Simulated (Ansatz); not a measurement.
Geometry optimisation, RKS PBE0-D4/STO-3G in Ansatz 0.2.0.

input.yaml

```yaml
crystal:
  periodic: [false, false, false]
  atoms:
    - { symbol: C, position_ang: [-0.4531, -0.719, -0.3743] }
    - { symbol: Al, position_ang: [0.4216, 0.9566, 0.2747] }
    - { symbol: H, position_ang: [-1.0483, -1.1737, 0.4458] }
    - { symbol: H, position_ang: [-1.1733, -0.3788, -1.16] }
    - { symbol: H, position_ang: [0.2448, -1.374, -0.8474] }
    - { symbol: H, position_ang: [0.0906, 1.459, 1.7588] }
    - { symbol: H, position_ang: [1.9789, 1.1619, -0.1433] }
basis:
  gaussian: { orbitals: STO-3G }
hamiltonian:
  xc: pbe0
  dispersion: d4
relax:
  f_tol: 0.02
  max_steps: 40
```

Launched with:

```bash
$ ansatz run input.yaml --threads 1 --pin off --max-ram 2048MiB --backend cpu --events-out ev --progress --plain --runs-dir out
```

Q: Where does it end, and by what steps?

A: The forces met the threshold. Limits of this set-up: minimal basis. After 4 steps the energy has fallen by 0.787 eV; Al2 moved furthest, 0.27 Å.

```tsv
step	energy less start (eV)	largest force component (eV/Å)	accepted
0	0.0000	3.527	yes
1	-0.7118	0.907	yes
2	-0.7808	0.143	yes
3	-0.7867	0.049	yes
4	-0.7871	0.008	yes
```

```xyz
7
Properties=species:S:1:pos:R:3
C -0.431 -0.661 -0.343
Al 0.559 0.780 0.421
H -1.040 -1.195 0.392
H -1.123 -0.293 -1.109
H 0.208 -1.401 -0.836
H 0.033 1.491 1.631
H 1.854 1.211 -0.201
```

Whether the end is a true minimum wasn't checked by a vibrational analysis.

Time of the run: 4.4 s on 1 thread of Arm Neoverse V1, with other jobs on the host, peak memory 0.092 GiB.
